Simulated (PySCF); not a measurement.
# Computed NMR parameters against published values

Atoms are numbered as in `[CH2:1]=[CH2:2]` (H(Xn): hydrogen on atom n).

The experiment to reproduce: δ ¹³C C1/C2 123.0 ppm (measured; solution, C6D6, 298 K; Fulmer et al., Organometallics 2010, 29, 2176).
δ ¹³C C1/C2 123.2; δ ¹H H(C1)/H(C2) 5.40 ppm (measured; solution, CD2Cl2, 298 K; Fulmer et al., Organometallics 2010, 29, 2176).
σ ¹³C C1/C2 64.4; σ ¹H H(C1)/H(C2) 25.46 ppm (measured; gas, zero density, 300 K; Wilczek, Jackowski, Molecules 2024, 29, 4460).
δ ¹³C C1/C2 123.1; δ ¹H H(C1)/H(C2) 5.36 ppm (measured; solution, THF-d8, 298 K; Fulmer et al., Organometallics 2010, 29, 2176).
δ ¹³C C1/C2 123.1; δ ¹H H(C1)/H(C2) 5.40 ppm (measured; solution, CDCl3, 298 K; Fulmer et al., Organometallics 2010, 29, 2176).
δ ¹³C C1/C2 122.9 ppm (measured; solution, toluene-d8, 298 K; Fulmer et al., Organometallics 2010, 29, 2176). Coupling constants: ¹J(C1,H(C1)) 156.0 Hz, ¹J(C1,C2) 67.9 Hz, ²J(C1,H(C2)) -2.5 Hz, ²J(H(C1),H(C1)) 2.5 Hz, ³J(H(C1),H(C2)) (cis) 11.8 Hz, ³J(H(C1),H(C2)) (trans) 19.2 Hz, ¹J(C1,C2) 67.5 Hz, ¹J(C1,H(C1)) 156.3 Hz, ³J(H(C1),H(C2)) (cis) 11.6 Hz, ³J(H(C1),H(C2)) (trans) 19.0 Hz.

[PySCF 2.14.0 with density-fitted response routines: PBE0/pcSseg-1 with gauge-including orbitals; GFN2-xTB structure; J couplings at B3LYP/pcJ-1; one averaged value for each set of equivalent atoms; isolated molecule; no relativistic terms; one conformer]

**Question.** How close does the calculation come?

**Answer.** 
Reference values: measured (solution, C6D6, 298 K; Fulmer et al., Organometallics 2010, 29, 2176).
| atoms | quantity | reference | computed | computed, scaled |
| --- | --- | --- | --- | --- |
| C1/C2 | δ ¹³C | 123.0 | 130.9 | 125.3 |

Reference values: measured (solution, CD2Cl2, 298 K; Fulmer et al., Organometallics 2010, 29, 2176).
```
      atoms  quantity  reference  computed  computed, scaled
      C1/C2     δ ¹³C      123.2     130.9             125.3
H(C1)/H(C2)      δ ¹H       5.40      5.79              5.55
```

Reference values: measured (gas, zero density, 300 K; Wilczek, Jackowski, Molecules 2024, 29, 4460).
```csv
atoms,quantity,reference,computed
C1/C2,σ ¹³C,64.4,56.1
H(C1)/H(C2),σ ¹H,25.46,25.93
```

Reference values: measured (solution, THF-d8, 298 K; Fulmer et al., Organometallics 2010, 29, 2176).
```csv
atoms,quantity,reference,computed,"computed, scaled"
C1/C2,δ ¹³C,123.1,130.9,125.3
H(C1)/H(C2),δ ¹H,5.36,5.79,5.55
```

Reference values: measured (solution, CDCl3, 298 K; Fulmer et al., Organometallics 2010, 29, 2176).
```json
{"atoms": "C1/C2", "quantity": "δ ¹³C", "reference": "123.1", "computed": "130.9", "computed, scaled": "125.3"}
{"atoms": "H(C1)/H(C2)", "quantity": "δ ¹H", "reference": "5.40", "computed": "5.79", "computed, scaled": "5.55"}
```

Reference values: measured (solution, toluene-d8, 298 K; Fulmer et al., Organometallics 2010, 29, 2176).
```csv
atoms,quantity,reference,computed,"computed, scaled"
C1/C2,δ ¹³C,122.9,130.9,125.3
```

Absolute shieldings are compared as such; zero-point and thermal motion, absent here, lowers them by some tenths of a ppm for H, a few ppm for C and up to about 10 ppm for F.

Computed shifts are σ(ref) − σ with the named reference compound (TMS for H and C) calculated as an isolated molecule at the same level. The measured values may be among those fitted. Scaled to experiment by linear calibration (H and C: mostly CDCl3 data, vs TMS): ¹H: δ = 30.01 − 0.943σ (rms 0.17 ppm, 504 shifts, 0.18 ppm with the 4 outliers that the fit left out); ¹³C: δ = 179.97 − 0.974σ (rms 2.1 ppm, 958 shifts, 2.3 ppm with the 13 outliers that the fit left out). Occasional misses reach two or three times the rms, and more in compound classes unlike the fitted ones.

Coupling constants in Hz:
```tsv
coupling	reference	computed	source
¹J(C1,H(C1))	156.0	162.7	measured; gas, zero-density limit, 300 K; Wilczek, Jackowski, Molecules 2024, 29, 4460
¹J(C1,C2)	67.9	80.9	measured; gas, zero-density limit, 300 K; Wilczek, Jackowski, Molecules 2024, 29, 4460
²J(C1,H(C2))	-2.5	-1.5	measured; gas, zero-density limit, 300 K; Wilczek, Jackowski, Molecules 2024, 29, 4460
²J(H(C1),H(C1))	2.5	1.2	measured; gas, zero-density limit, 300 K; Wilczek, Jackowski, Molecules 2024, 29, 4460
³J(H(C1),H(C2)) cis	11.8	13.1	measured; gas, zero-density limit, 300 K; Wilczek, Jackowski, Molecules 2024, 29, 4460
³J(H(C1),H(C2)) trans	19.2	20.3	measured; gas, zero-density limit, 300 K; Wilczek, Jackowski, Molecules 2024, 29, 4460
¹J(C1,C2)	67.5	80.9	measured; Jessen and Sauer, arXiv:2312.00705
¹J(C1,H(C1))	156.3	162.7	measured; Jessen and Sauer, arXiv:2312.00705
³J(H(C1),H(C2)) cis	11.6	13.1	measured; Jessen and Sauer, arXiv:2312.00705
³J(H(C1),H(C2)) trans	19.0	20.3	measured; Jessen and Sauer, arXiv:2312.00705
```

**Question.** How far are the unscaled ¹³C shifts from the references?

**Answer.** Mean signed difference +7.84 ppm, mean absolute 7.84 ppm over 5 comparisons; the largest is +8.0 ppm at C1/C2 (terminal =CH2 carbon).

**Question.** How far are the unscaled ¹H shifts from the references?

**Answer.** Mean signed difference +0.40 ppm, mean absolute 0.40 ppm over 3 comparisons; the largest is +0.43 ppm at H(C1)/H(C2) (hydrogen on a terminal =CH2 carbon).

20 of the 74 published NMR values on file for this molecule are compared. The rest: values from further sources, protons in aromatic solvents, values whose atom or origin is in doubt, other calculations.
